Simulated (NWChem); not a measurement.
A series in which one site is exchanged, each optimised at PBE0/def2-SVP with NWChem, gas phase unless a solvent is named. Some are not confirmed as minima by frequencies. def2 effective core potentials on Zr, Hf; no spin-orbit coupling.

A: [Cl][HfH3] (HfH₃Cl; site = Hf)
B: [ZrH3][Cl] (ZrH₃Cl; site = Zr)
C: CCl (CH$_{3}$Cl; site = C)
D: [Cl][TiH3] (TiH₃Cl; site = Ti)

### Question
Rank them by static polarisability, CAM-B3LYP/def2-SVPD (bohr³), lowest first.

### Answer
C (29.1), D (57.5), A (59.9), B (62.5)
